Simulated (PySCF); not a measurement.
Relaxation of singlet SF₄

These are results of PySCF, BP86, basis S def2-TZVP, F def2-TZVP (no relativity, density fitting), not measurements. A (50,194) grid was used.

A start displaced from a saddle point along its imaginary mode, of C2v symmetry, held to at least that symmetry:

```xyz
5
charge 0 multiplicity 1, angstrom
S     0.0000    0.0000   -0.3861
F     1.6636    0.0000   -0.0621
F     0.0000    1.4439    0.3870
F    -1.6636    0.0000   -0.0621
F     0.0000   -1.4439    0.3870
```

Optimiser trace:
```csv
step,E − E(last) (kJ/mol),largest gradient (Eh/bohr)
0,27.13,0.01452
1,15.95,0.00716
2,0.86,0.00743
3,0.44,0.00442
4,0.10,0.00526
5,0.02,0.00191
6,0.00,0.00014
7,0.00,0.00005
```

It ends at C2v with S–F 1.588 Å (×2), S–F 1.688 Å (×2); F–S–F 88.1° (×4), F–S–F 100.8°, F–S–F 174.2° (after a last refinement on a finer grid). A frequency run shows a minimum. Other isomers or separated fragments may lie lower.

The relaxation took roughly 60 core-seconds on a shared host.
